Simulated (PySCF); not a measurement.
# Highest orbital energy against ionisation energy along the second row

Calculated with PySCF 2.14, no spin-orbit coupling. Each cell gives −ε(HOMO) / ΔSCF in eV; NIST values include spin-orbit coupling, (s) semi-empirical, (t) theoretical.

| species | UHF | LDA | PBE | PBE0 | r2SCAN | NIST (lowest levels) |
| --- | --- | --- | --- | --- | --- | --- |
| Li (aug-cc-pVTZ with one added diffuse shell each of s, p, d, f type, non-relativistic) | 5.343 / 5.342 | 3.163 / 5.468 | 3.222 / 5.583 | 3.827 / 5.567 | 3.251 / 5.384 | 5.392 |
| Be (aug-cc-pVTZ with one added diffuse shell each of s, p, d, f type, non-relativistic) | 8.416 / 8.044 | 5.601 / 9.023 | 5.611 / 8.995 | 6.495 / 8.970 | 5.747 / 8.789 | 9.323 |
| B (aug-cc-pVTZ with one added diffuse shell each of s, p, d, f type, non-relativistic) | 8.666 / 8.036 | 4.113 / 8.641 | 4.172 / 8.670 | 5.374 / 8.644 | 4.587 / 8.765 | 8.298 |
| C (aug-cc-pVTZ with one added diffuse shell each of s, p, d, f type, non-relativistic) | 11.940 / 10.798 | 6.128 / 11.689 | 6.099 / 11.540 | 7.651 / 11.513 | 6.575 / 11.670 | 11.260 |
| N (aug-cc-pVTZ with one added diffuse shell each of s, p, d, f type, non-relativistic) | 15.530 / 13.896 | 8.407 / 15.008 | 8.304 / 14.733 | 10.216 / 14.704 | 8.898 / 14.810 | 14.534 |
| O (aug-cc-pVTZ with one added diffuse shell each of s, p, d, f type, non-relativistic) | 14.198 / 12.032 | 7.452 / 14.003 | 7.598 / 14.063 | 9.484 / 13.852 | 7.923 / 13.717 | 13.618 |
| F (aug-cc-pVTZ with one added diffuse shell each of s, p, d, f type, non-relativistic) | 18.511 / 15.671 | 10.378 / 17.969 | 10.312 / 17.666 | 12.575 / 17.458 | 10.803 / 17.558 | 17.423 |
| Ne (aug-cc-pVTZ with one added diffuse shell each of s, p, d, f type, non-relativistic) | 23.161 / 19.688 | 13.574 / 22.208 | 13.359 / 21.676 | 16.012 / 21.469 | 14.004 / 21.507 | 21.565 |

Task: How far is −ε(HOMO) from ΔSCF on average for each method, and why?

Result: UHF 1.53 eV; LDA -5.65 eV; PBE -5.53 eV; PBE0 -3.82 eV; r2SCAN -5.05 eV. Hartree-Fock orbital energies lack relaxation and so exceed the ΔSCF value; semilocal functionals have convex E(N) from self-interaction, so their HOMO lies far too high; exact exchange moves hybrids part of the way back.
